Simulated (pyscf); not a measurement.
A first-order saddle from PySCF, ωB97X-D3(BJ)/def2-SVP:

```
Al
N 1 1.7681
H 2 1.0144 1 125.51
H 2 1.0157 3 110.45 1 174.90
Cl 1 2.1113 2 117.70 3 -179.03
Cl 1 2.3302 2 116.49 3 -33.84
H 6 1.4837 1 147.10 2 -68.63
```
Charge 0, spin multiplicity 2.

Surface: doublet, charge 0. Lowest wavenumbers (cm⁻¹): 1031i, 71, 116, 179, 304.

Q: Name the species on either side of this saddle.

A: H₂N–Al(Cl)–Cl + H atom (H•) ⇌ [H₂N–Al–Cl]• + hydrogen chloride (HCl), an atom transfer read from left to right: Al–Cl broken and Cl–H formed. At CCSD(T)/def2-TZVPP + ΔMP2(QZVPP) it lies +101.9 kJ/mol from the left side and +45.7 kJ/mol from the right (each side as separated species at their lowest minima found). On the product side the descent ends in a complex, 22.2 kJ/mol under the separated species and 62.8 kJ/mol under the saddle at ωB97X-D3(BJ)/def2-TZVP. At ωB97X-D3(BJ)/def2-TZVP the barrier from the zero used here is 114.2 kJ/mol. One saddle was located; it need not be the lowest between these sides. The angle at the transferred Cl is 147°. The CCSD(T) − MP2 part came from Ansatz, without density fitting, on the same reference.
